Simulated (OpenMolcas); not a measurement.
# singlet [NO2]+: a chain of runs

Wanted: a single-point energy (UHF/STO-3G), then a single-point energy (CASSCF(4,4)/STO-3G), then the energy (CASPT2(4,4)/STO-3G), then a single-point energy (SC-NEVPT2(4,4)/STO-3G), then the energy (MRCI(4,4)/STO-3G) of singlet [NO2]+. 

The results are computed with OpenMolcas 26.06.

1 further run of the same task is left out (for a known fault of the program).

## Step 1: Starting point

[NO2]+ has 3 atoms, charge +1, and is taken as a singlet. As SMILES of the parent species, `[O]N=O`. The shape is that of a GFN2-xTB optimisation. That shape belongs to the parent species and isn't relaxed for this state.

Bond lengths: O1–N2 1.181 Å, N2–O3 1.181 Å. Angles: O1–N2–O3 137.9°.

## Step 2: The energy at UHF/STO-3G (run 1)

Input file step1.input:

```
&GATEWAY
  BasLib=$CurrDir
  Coord
  3
  angstrom
  O        0.201690      -1.092400      -0.004860
  N       -0.247880      -0.008390      -0.136210
  O        0.046180       1.100790       0.141070
  Basis=STO-3G
  Group=NoSym

&SEWARD

&SCF
  UHF
  Charge=1
  Scramble=0.25
  PrOrbitals=1 1
```

The basis set STO-3G is read from a file made from the Basis Set Exchange's data (not shown).

Command:

```console
$ export MOLCAS_MEM=1860
$ pymolcas step1.input > step1.log
```

What it wrote:

```text
--- Start Module: gateway ---
[...]
--- Stop Module: gateway /rc=_RC_ALL_IS_WELL_ ---
--- Start Module: seward ---
[...]
      Basis functions           15
--- Stop Module: seward /rc=_RC_ALL_IS_WELL_ ---
--- Start Module: scf ---
[...]
       Convergence after  50 Iterations
[...]
::    Total SCF energy                               -200.9796168219
[...]
      Total spin, S                                     0.6466818201
[...]
      Total electronic charge=   22.000000
      Total            charge=    1.000000
[...]
      Dipole Moment (debye):
      Origin of the operator (angstrom)=    0.0107    0.0004    0.0059
                   X=  2.7723E-01               Y=  9.3044E-03               Z=  1.5229E-01           Total=  3.1644E-01
      Center of Charge (angstrom)
[...]
--- Stop Module: scf /rc=_RC_ALL_IS_WELL_ ---
[...]
```

It took 2.5 s on 1 thread of Arm Neoverse V1, shared host; peak memory 0.37 GiB.

## Step 3: A single-point energy at CASSCF(4,4)/STO-3G (run 2)

Input file step2.inp:

```
>>> EXPORT MOLCAS_PRINT=2

&GATEWAY
 BASLIB=$CurrDir
 COORD
 3
 angstrom
 O        0.201690      -1.092400      -0.004860
 N       -0.247880      -0.008390      -0.136210
 O        0.046180       1.100790       0.141070
 BASIS=STO-3G
 GROUP=NoSym

&SEWARD

&RASSCF
 FILEORB=$CurrDir/step1.UnaOrb
 SPIN=1
 NACTEL=4 0 0
 INACTIVE=9
 RAS2=4
 ORBLISTING=Nothing
 ORBAPPEAR=Compact
```

The basis set STO-3G is read from a file made from the Basis Set Exchange's data (not shown).

Command:

```console
$ export MOLCAS_MEM=1860
$ pymolcas step2.inp > step2.log
```

What it wrote:

```text
--- Start Module: gateway ---
[...]
--- Stop Module: gateway /rc=_RC_ALL_IS_WELL_ ---
--- Start Module: seward ---
[...]
      Basis functions           15
--- Stop Module: seward /rc=_RC_ALL_IS_WELL_ ---
--- Start Module: rasscf ---
[...]
      Number of active orbitals                  4
[...]
      Spin quantum number                      0.0
[...]
      Active orbitals                            4
[...]
      Number of CSFs                            20
[...]
      Number of root(s) required                 1
[...]
      Convergence after 14 iterations
[...]
      printout of CI-coefficients larger than  0.05 for root  1
      energy=    -201.055689
      conf/sym  1111     Coeff  Weight
             1  2200  -0.93395 0.87227
             6  2020   0.22667 0.05138
            10  udud  -0.16513 0.02727
            14  0202   0.16441 0.02703
            15  uudd  -0.11390 0.01297
            20  0022  -0.08727 0.00762
      Natural orbitals and occupation numbers for root  1
      sym 1:   1.888337   1.840970   0.160357   0.110336
      ************************************************************************************************************************
      *                                                    Final results                                                     *
[...]
::    RASSCF root number  1 Total energy:   -201.05568871
[...]
      Total electronic charge=   22.000000
      Total            charge=    1.000000
[...]
      Dipole Moment (debye):
      Origin of the operator (angstrom)=    0.0107    0.0004    0.0059
                   X=  8.1603E-02               Y=  2.3205E-03               Z=  4.4795E-02           Total=  9.3119E-02
      Center of Charge (angstrom)
[...]
--- Stop Module: rasscf /rc=_RC_ALL_IS_WELL_ ---
[...]
```

Run time: 1.7 s. Hardware: 1 thread of Arm Neoverse V1, shared host; peak memory 0.37 GiB.

## Step 4: The energy at CASPT2(4,4)/STO-3G (run 3)

Input file step3.inp:

```
&gateway
 baslib=$CurrDir
 coord
 3
 angstrom
 O        0.201690      -1.092400      -0.004860
 N       -0.247880      -0.008390      -0.136210
 O        0.046180       1.100790       0.141070
 basis=STO-3G
 group=NoSym

&seward

&rasscf
 fileorb=$CurrDir/step2.RasOrb
 spin=1
 nactel=4 0 0
 inactive=9
 ras2=4
 orblisting=Nothing
 orbappear=Compact

&caspt2
 imaginary=0.1
 frozen=3
```

The basis set STO-3G is read from a file made from the Basis Set Exchange's data (not shown).

Command:

```console
$ export MOLCAS_MEM=1860
$ pymolcas step3.inp > step3.log
```

What it wrote:

```text
--- Start Module: gateway ---
[...]
--- Stop Module: gateway /rc=_RC_ALL_IS_WELL_ ---
[...]
      Basis functions           15
[...]
--- Start Module: rasscf ---
[...]
      Number of active orbitals                  4
[...]
      Spin quantum number                      0.0
[...]
      Active orbitals                            4
[...]
      Number of CSFs                            20
[...]
      Number of root(s) required                 1
[...]
      Convergence after  4 iterations
[...]
      printout of CI-coefficients larger than  0.05 for root  1
      energy=    -201.055689
      conf/sym  1111     Coeff  Weight
             1  2200  -0.93395 0.87227
             6  2020   0.22667 0.05138
            10  udud  -0.16513 0.02727
            14  0202   0.16441 0.02703
            15  uudd  -0.11390 0.01297
            20  0022  -0.08727 0.00762
      Natural orbitals and occupation numbers for root  1
      sym 1:   1.888337   1.840971   0.160356   0.110336
      ************************************************************************************************************************
      *                                                    Final results                                                     *
[...]
::    RASSCF root number  1 Total energy:   -201.05568871
[...]
      Total electronic charge=   22.000000
      Total            charge=    1.000000
[...]
      Dipole Moment (debye):
      Origin of the operator (angstrom)=    0.0107    0.0004    0.0059
                   X=  8.1613E-02               Y=  2.2603E-03               Z=  4.4794E-02           Total=  9.3125E-02
      Center of Charge (angstrom)
[...]
--- Start Module: caspt2 ---
[...]
      E2 (Variational):          -0.1574060260
      Total energy:            -201.2130947390
[...]
      Reference weight:           0.92879
[...]
::    CASPT2 Root  1     Total energy:   -201.21309474
[...]
```

Wall time 1.8 s (1 thread of Arm Neoverse V1, shared host); peak memory 0.37 GiB.

## Step 5: The energy at SC-NEVPT2(4,4)/STO-3G (run 4)

Input file step4.inp:

```
&GATEWAY
BasLib=$CurrDir
Coord
3
angstrom
O        0.201690      -1.092400      -0.004860
N       -0.247880      -0.008390      -0.136210
O        0.046180       1.100790       0.141070
Basis=STO-3G
Group=NoSym
&SEWARD
&RASSCF
FileOrb=$CurrDir/step2.RasOrb
Spin=1
Nactel=4 0 0
Inactive=9
Ras2=4
OrbListing=Nothing
OrbAppear=Compact
&CASPT2
SC-NEVPT2
Frozen=3
```

The basis set STO-3G is read from a file made from the Basis Set Exchange's data (not shown).

Command:

```console
$ export MOLCAS_MEM=1860
$ pymolcas step4.inp > step4.log
```

What it wrote:

```text
--- Start Module: gateway ---
[...]
--- Stop Module: gateway /rc=_RC_ALL_IS_WELL_ ---
[...]
      Basis functions           15
[...]
      Number of active orbitals                  4
[...]
      Spin quantum number                      0.0
[...]
      Active orbitals                            4
[...]
      Number of CSFs                            20
[...]
      Number of root(s) required                 1
[...]
      Convergence after  4 iterations
[...]
      printout of CI-coefficients larger than  0.05 for root  1
      energy=    -201.055689
      conf/sym  1111     Coeff  Weight
             1  2200  -0.93395 0.87227
             6  2020   0.22667 0.05138
            10  udud  -0.16513 0.02727
            14  0202   0.16441 0.02703
            15  uudd  -0.11390 0.01297
            20  0022  -0.08727 0.00762
      Natural orbitals and occupation numbers for root  1
      sym 1:   1.888337   1.840971   0.160356   0.110336
      ************************************************************************************************************************
      *                                                    Final results                                                     *
[...]
::    RASSCF root number  1 Total energy:   -201.05568871
[...]
      Total electronic charge=   22.000000
      Total            charge=    1.000000
[...]
      Dipole Moment (debye):
      Origin of the operator (angstrom)=    0.0107    0.0004    0.0059
                   X=  8.1613E-02               Y=  2.2603E-03               Z=  4.4794E-02           Total=  9.3125E-02
      Center of Charge (angstrom)
[...]
      E2 (Variational):          -0.1413412774
[...]
      E2 (Variational):          -0.1411355822
      Total energy:            -201.1968242953
[...]
      Reference weight:           0.94576
[...]
::    SC-NEVPT2 Root  1     Total energy:   -201.19682430
[...]
```

It took 1.7 s on 1 thread of Arm Neoverse V1, shared host; peak memory 0.37 GiB.

## Step 6: The energy at MRCI(4,4)/STO-3G (run 5)

Input file step5.inp:

```
>>> EXPORT MOLCAS_PRINT=2

&GATEWAY
  BasLib=$CurrDir
  Coord
  3
  angstrom
  O        0.201690      -1.092400      -0.004860
  N       -0.247880      -0.008390      -0.136210
  O        0.046180       1.100790       0.141070
  Basis=STO-3G
  Group=NoSym

&SEWARD

&RASSCF
  FileOrb=$CurrDir/step2.RasOrb
  Spin=1
  Nactel=4 0 0
  Inactive=9
  Ras2=4
  OrbListing=Nothing
  OrbAppear=Compact

&MOTRA
  LumOrb
  Frozen=3

&GUGA
  Electrons=16
  Spin=1
  Inactive=6
  Active=4
  CIAll=1

&MRCI
  SDCI
```

The basis set STO-3G is read from a file made from the Basis Set Exchange's data (not shown).

Command:

```console
$ export MOLCAS_MEM=1860
$ pymolcas step5.inp > step5.log
```

What it wrote:

```text
--- Start Module: gateway ---
[...]
      Basis functions           15
[...]
      Number of active orbitals                  4
[...]
      Spin quantum number                      0.0
[...]
      Active orbitals                            4
[...]
      Number of CSFs                            20
[...]
      Number of root(s) required                 1
[...]
      Convergence after  4 iterations
[...]
      printout of CI-coefficients larger than  0.05 for root  1
      energy=    -201.055689
      conf/sym  1111     Coeff  Weight
             1  2200  -0.93395 0.87227
             6  2020   0.22667 0.05138
            10  udud  -0.16513 0.02727
            14  0202   0.16441 0.02703
            15  uudd  -0.11390 0.01297
            20  0022  -0.08727 0.00762
      Natural orbitals and occupation numbers for root  1
      sym 1:   1.888337   1.840971   0.160356   0.110336
      ************************************************************************************************************************
      *                                                    Final results                                                     *
[...]
::    RASSCF root number  1 Total energy:   -201.05568871
[...]
      Dipole Moment (debye):
      Origin of the operator (angstrom)=    0.0107    0.0004    0.0059
                   X=  8.1613E-02               Y=  2.2603E-03               Z=  4.4794E-02           Total=  9.3125E-02
      Center of Charge (angstrom)
[...]
--- Start Module: guga ---
[...]
       (But an ACPF correction will be computed)
       USE THE DEFAULT ACPF G-VALUE GFAC=  0.12500000000000000
[...]
                      CI ENERGY:  -201.21800341
[...]
                ACPF CORRECTION:    -0.01242747
[...]
     ACPF CORRECTION:     -0.01242747
[...]
  CI State   1     Total energy:   -201.21800341     QDav:     -0.01435988     QACPF:     -0.01242747
[...]
```

Run time: 2.7 s. Hardware: 1 thread of Arm Neoverse V1, shared host; peak memory 0.37 GiB.

## Step 7: Summary of results

| quantity | value |
| --- | --- |
| run 1, UHF/STO-3G: total energy | -200.97962 Eh |
| run 1, UHF/STO-3G: HOMO energy | -24.09 eV |
| run 1, UHF/STO-3G: LUMO energy | -6.16 eV |
| run 1, UHF/STO-3G: HOMO–LUMO gap | 17.93 eV |
| run 1, UHF/STO-3G: ⟨S²⟩ | 1.065 |
| run 2, CASSCF(4,4)/STO-3G: total energy | -201.05569 Eh |
| run 3, CASPT2(4,4)/STO-3G: total energy | -201.21309 Eh |
| run 4, SC-NEVPT2(4,4)/STO-3G: total energy | -201.19682 Eh |
| run 5, MRCI(4,4)/STO-3G: total energy | -201.21800 Eh |

What this shows: ⟨S²⟩ (run 1, UHF/STO-3G) is 1.06 where a pure singlet has 0.00: the reference is spin-contaminated.
